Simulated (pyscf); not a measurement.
`[F][InH2]` + `[H][H]` → `[InH3]` + `[FH]`, a four-centre exchange (singlet surface; F–In, H–H broken, H–In, F–H formed). Single points on ωB97X-D3(BJ)/def2-SVP structures (PySCF, gas phase). Energies in kcal/mol from the separated reactants.

Small-basis levels: PySCF, no dispersion term, spherical d functions. AM1 to PM7: differences of heats of formation from MOPAC, which are fitted to 298 K values and so differ in kind from electronic energies by zero-point and thermal terms. GFN2-xTB: tblite. 

```tsv
level	barrier	reaction energy
HF/6-31G*+LANL2DZ	33.2	+22.0
BP86/6-31G*+LANL2DZ	18.8	+29.3
PBE/6-31G*+LANL2DZ	17.5	+29.6
B3LYP/6-31G*+LANL2DZ	22.5	+29.6
B3LYP/def2-SVP	14.3	+16.4
GFN2-xTB	21.3	+30.6
PM6	56.2	+60.3
ωB97M-D3(BJ)/def2-TZVP	18.1	+14.6
```

Against the last row the barrier runs from -3.9 (B3LYP/def2-SVP) to +38.1 kcal/mol (PM6). At BP86/6-31G*+LANL2DZ, PBE/6-31G*+LANL2DZ, B3LYP/6-31G*+LANL2DZ, B3LYP/def2-SVP, GFN2-xTB, PM6 this geometry lies under one side, so the entry may be no barrier of that level: it is a single point on another level's saddle. ωB97M-D3(BJ)/def2-TZVP has limits of its own. On the product side the descent ends in an adduct with a F–In contact, 7.2 kcal/mol under the separated species and 9.2 kcal/mol under the saddle at ωB97X-D3(BJ)/def2-TZVP. What is counted as broken (F–In) persists as a longer contact in the product adduct; parting that adduct is a step of its own. At the saddle there is also a short H–In contact that neither side keeps. This is the saddle that the search found; another between the same sides may lie lower. In the def2 sets elements past Kr carry core potentials, without spin-orbit coupling.
